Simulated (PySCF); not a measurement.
## [PN2]-: fields on a plane

These are results of PBE0 in PySCF with P def2-TZVPD, N def2-TZVPD; no relativity; density-fitted integrals, not measurements.

The singlet minimum has P–N 1.511 Å (×2); N–P–N 180.0°.

The plane holds P1 at (0.00, 0.00), N2 at (1.51, 0.00), N3 at (-1.51, 0.00) Å. Columns run from x = -3.45 to 3.75 Å, rows from y = 2.25 (top) to -1.95 Å, in steps of 0.3 Å. Other isomers or separated fragments may lie lower.

Q: Give the electron localisation function (set to 0 where the density is under 0.005 e/Å³). Lower edges of the bins: '0' 0.000, '1' 0.089, '2' 0.178, '3' 0.268, '4' 0.357, '5' 0.446, '6' 0.535, '7' 0.624, '8' 0.714, '9' 0.803; top 0.89.

A: 
```
0000000000000000000000000
0000111111111111111100000
0002333322222222333320000
0023555555555555555532000
0135788767766776788753100
0257999888733788899975200
1368998888211288889986310
1379991177199177119997310
1379991177199177119997310
1368998888211288889986310
0257999888733788899975200
0135788767766776788753100
0023555555555555555532000
0002333322222222333320000
0000111111111111111100000
```

Q: Give the electrostatic potential (V) (cut at 20 V). Lower edges of the bins (V): '0' -6.76, '1' -6.60, '2' -6.35, '3' -5.95, '4' -5.32, '5' -4.33, '6' -2.75, '7' -0.24, '8' 3.73, '9' 10.02; top 20.0.

A: 
```
5544444444444444444444555
5444433344444444333444455
4443322234455443222334445
4432101234566543210123444
4321013345788754331012344
4310257767999976775201344
3201589999999999998510234
3202799999999999999720234
3202799999999999999720234
3201589999999999998510234
4310257767999976775201344
4321013345788754331012344
4432101234566543210123444
4443322234455443222334445
5444433344444444333444455
```

The lowest empty level of this anion is unbound, so it and the gap depend on the basis.
